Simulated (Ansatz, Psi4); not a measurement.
**C2H7N (ethanamine): from total energies to a heat of formation**

The species is C2H7N (10 atoms), meant as a singlet with charge 0. As SMILES, `CCN`. Geometry: optimised at PBE0/def2-TZVP. This is one conformer, not always the lowest.

```jsonl
{"atom": "C", "x (Å)": "-0.8067", "y (Å)": "0.4957", "z (Å)": "-0.5390"}
{"atom": "C", "x (Å)": "0.0677", "y (Å)": "-0.6387", "z (Å)": "-0.0268"}
{"atom": "N", "x (Å)": "1.1723", "y (Å)": "-0.2463", "z (Å)": "0.8333"}
{"atom": "H", "x (Å)": "-1.6131", "y (Å)": "0.1230", "z (Å)": "-1.1776"}
{"atom": "H", "x (Å)": "-0.2186", "y (Å)": "1.2086", "z (Å)": "-1.1246"}
{"atom": "H", "x (Å)": "-1.2632", "y (Å)": "1.0427", "z (Å)": "0.2913"}
{"atom": "H", "x (Å)": "0.4850", "y (Å)": "-1.1927", "z (Å)": "-0.8736"}
{"atom": "H", "x (Å)": "-0.5469", "y (Å)": "-1.3561", "z (Å)": "0.5261"}
{"atom": "H", "x (Å)": "0.8254", "y (Å)": "0.2458", "z (Å)": "1.6484"}
{"atom": "H", "x (Å)": "1.7849", "y (Å)": "0.3977", "z (Å)": "0.3468"}
```

Total energies at CCSD(T)/CBS estimate, 3 core orbitals frozen (Psi4 1.11); the atoms run unrestricted:

| species | state | energy (Eh) |
| --- | --- | --- |
| C2H7N | singlet | -135.015488 |
| C | triplet | -37.791683 |
| N | quartet | -54.532217 |
| H | doublet | -0.500000 |

Harmonic wavenumbers at PBE0-D4/def2-TZVP, in cm⁻¹: 252, 286, 401, 776, 852, 899, 1004, 1087, 1159, 1269, 1376, 1389, 1399, 1478, 1484, 1496, 1661, 3034, 3046, 3076, 3111, 3114, 3514, 3594.

Measured heats of formation of the gaseous atoms at 298.15 K, in kJ/mol: C 716.9, N 472.4, H 218.0. Take 1 Eh = 2625.50 kJ/mol, 1 cm⁻¹ = 0.0119627 kJ/mol, RT = 2.479 kJ/mol.

Task: Work out the heat of formation of the gas at 298 K.

Result: 
1. Electronic atomisation energy: 2 × (-37.791683) + (-54.532217) + 7 × (-0.500000) − (-135.015488) = 1.399905 Eh = 3675.5 kJ/mol.
2. Zero-point energy: half the sum of the wavenumbers, 20378.5 cm⁻¹ = 243.8 kJ/mol.
3. Thermal vibrational enthalpy, Σ hcν̃/(exp(hcν̃/kT) − 1): 4.1 kJ/mol. Translation, rotation and pV of a non-linear molecule: 4 RT = 9.9 kJ/mol.
4. The 10 free atoms carry 5/2 RT each: 62.0 kJ/mol.
5. Atomisation enthalpy at 298 K: 3675.5 − 243.8 − 4.1 − 9.9 + 62.0 = 3479.7 kJ/mol.
6. Sum of the atoms' heats of formation: 3432.2 kJ/mol. Heat of formation: 3432.2 − 3479.7 = -47.5 kJ/mol.

The tabulated value is -47.5 kJ/mol (CRC Handbook of Chemistry and Physics), so this level is off by 0.0 kJ/mol, or 0.0 % of the atomisation enthalpy that the table implies (3479.7 kJ/mol). Anharmonicity and any spin-orbit splitting of the molecule are left out, and so is core correlation.
